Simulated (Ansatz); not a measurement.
**Relative stability**

Two relaxed structures of C₂H₆B (charge -1), closed shell (PBE0-D4/def2-TZVPD; forces vanish, vibrations not checked).

A:

C1  (-0.799, 0.765, -0.956)
B2  (0.500, -0.880, 0.675)
C3  (0.101, 0.518, 0.004)
H4  (-1.383, -0.045, -1.393)
H5  (-0.997, 1.765, -1.346)
H6  (0.628, 1.413, 0.368)
H7  (-0.149, -1.816, 0.194)
H8  (1.714, -1.083, 0.513)
H9  (0.309, -0.820, 1.899)
(Å)

B:

```xyz
9
angstrom
C -0.8337 0.7675 -0.9909
B 0.1579 0.5711 0.0516
C 0.5215 -0.8628 0.6926
H -1.4165 -0.0525 -1.4257
H -1.0800 1.7394 -1.4257
H 0.7893 1.5231 0.5105
H -0.0685 -1.6768 0.2493
H 1.5834 -1.1205 0.5591
H 0.3466 -0.8886 1.7792
```

Ansatz 0.2.0; basis: def2-TZVPPD; cores frozen in the correlated methods. B3LYP uses VWN-RPA correlation.

**Question.** Which structure is lower at CCSD(T), and by how much? (An estimate is asked for; the value comes from the calculation.)

**Answer.** By the calculation: B, by 0.205 eV (electronic energy, against the other). By their contacts, A is C₂H₆B ([BH3][CH][CH2]), total charge -1 and B is C₂H₆B ([CH2][BH][CH3]), total charge -1.

All methods give the same order:

```json
{"method": "PBE-D4", "E(B) − E(A) (eV)": "-0.159"}
{"method": "r2SCAN-D4", "E(B) − E(A) (eV)": "-0.185"}
{"method": "PBE0-D4", "E(B) − E(A) (eV)": "-0.194"}
{"method": "B3LYP-D4", "E(B) − E(A) (eV)": "-0.160"}
{"method": "wB97M-V", "E(B) − E(A) (eV)": "-0.194"}
{"method": "HF", "E(B) − E(A) (eV)": "-0.173"}
{"method": "MP2", "E(B) − E(A) (eV)": "-0.278"}
{"method": "CCSD", "E(B) − E(A) (eV)": "-0.209"}
{"method": "CCSD(T)", "E(B) − E(A) (eV)": "-0.205"}
```

The T1 diagnostic stays at or below 0.013.

Labels in which every atom is bracketed show which atoms are joined, not bond orders.

For scale, one of the runs: CCSD(T)/def2-TZVPPD, 213 basis functions, launched by `ansatz run in.yaml --threads 2 --pin off --events-out ev --progress --plain --max-ram 4352MiB`. The run took 59 s on 2 CPU threads of an Arm Neoverse V1 (shared host), with 3.1 GiB of host memory at its peak.
